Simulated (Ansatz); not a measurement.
Compare A (`CN(C=N)C=O`) with its isomer B (`CNC1(O)C=N1`).

Calculated with Ansatz (gas phase, PBE0-D4/def2-TZVP geometries, no zero-point term in ΔE). CCSD(T)/CBS is the MP2 limit (def2-TZVPP, def2-QZVPP) plus CCSD(T) − MP2 in def2-TZVPP, frozen cores. DFT in def2-TZVPP. B3LYP here is the variant with VWN-RPA as its local correlation; programs differ in this. One conformer a species, not always the lowest.

Problem. Which is lower in electronic energy at CCSD(T)/CBS, and by how much? (Best estimate.)

Solution. The calculation gave: A, by 201.2 kJ/mol.

Problem. Give E(B) − E(A) in kJ/mol with PBE-D4, CCSD/def2-TZVPP, B2PLYP, B3LYP-D4, HF/def2-TZVPP, r2SCAN-D4, CCSD(T)/def2-TZVPP. (Best estimate.)

Solution. Computed: PBE-D4 217.2, CCSD/def2-TZVPP 203.9, B2PLYP 221.2, B3LYP-D4 227.3, HF/def2-TZVPP 224.7, r2SCAN-D4 220.9, CCSD(T)/def2-TZVPP 205.9. None reverses the order clearly.

Largest T1 diagnostic: 0.015.

In def2-TZVPP, CCSD(T) changes the Hartree–Fock value by −18.8 kJ/mol (the triples alone add +2.1 kJ/mol) and MP2 by −21.7 kJ/mol. From PBE to PBE0 (25 % exact exchange), in def2-TZVPP and without D4, E(B) − E(A) moves by −8.4 kJ/mol.
